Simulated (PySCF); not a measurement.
## Broadened absorption spectrum of C4H11OP

Compound: C4H11OP.
SMILES: `CC(C)[P@@H](C)=O`

Method: PySCF, TDDFT wB97X-D/def2-SVPD, vertical, gas phase, core orbitals frozen in the response. Isolated species at its GFN2-xTB geometry (one conformer only). Torsions of this conformer, `[CH3:1][CH:2]([CH3:3])[P@@H:4]([CH3:5])=[O:6]`: C1–C2–P4–C5 53°.

Each state is given a Gaussian of 0.4 eV full width at half maximum, with ε(max) = 2.175×10⁸ f / Δν̃ (Δν̃ the width in cm⁻¹). The width is an assumption, not a result. The curve ends short of the highest state used, and states not computed would add to its high-energy end.

```csv
λ (nm),ε (L mol⁻¹ cm⁻¹)
155.8,3057
156.3,2693
156.7,2443
157.1,2232
157.5,2061
157.9,1928
158.3,1830
158.7,1764
159.2,1719
159.6,1707
160.0,1711
160.4,1725
160.8,1746
161.2,1767
161.6,1786
162.1,1800
162.5,1801
162.9,1790
163.3,1766
163.7,1729
164.1,1678
164.5,1615
165.0,1520
165.4,1434
165.8,1340
166.2,1242
166.6,1139
167.0,1036
167.4,934
167.9,810
168.3,715
168.7,626
169.1,543
169.5,467
169.9,398
170.3,337
170.8,270
171.2,224
171.6,184
172.0,150
172.4,122
172.8,98
173.2,78
173.7,58
174.1,45
174.5,35
174.9,27
175.3,21
175.7,16
176.1,12
176.6,8
177.0,6
177.4,5
177.8,3
178.2,2
178.6,2
```

**Question.** Where are the band maxima, and which computed states make them?

**Answer.** 162 nm (7.64 eV), ε about 1800, made up of S1 (37%) and S2 (51%) (ε in L mol⁻¹ cm⁻¹; maxima over ε = 5, shares over 10%). At its high-energy end, 7.96 eV, the curve is still rising (ε about 3100, from S5 and S6). The states used: S1 7.54 eV (f 0.012); S2 7.64 eV (f 0.014); S3 7.84 eV (f 0.0050); S4 8.04 eV (f 0.0050); S5 8.14 eV (f 0.029); S6 8.20 eV (f 0.038); S7 8.26 eV (f 0.021); S8 8.56 eV (f 0.065).

**Question.** Coming from long wavelengths, where does ε first pass 100 L mol⁻¹ cm⁻¹?

**Answer.** At about 173 nm (7.18 eV), 0.36 eV below S1.

**Question.** What would ε be at 7.64 eV, the highest of these maxima, with half the width (0.2 eV)?

**Answer.** About 2670 L mol⁻¹ cm⁻¹ against 1800, a factor of about 1.5; a lone state at its own centre would give exactly 2.
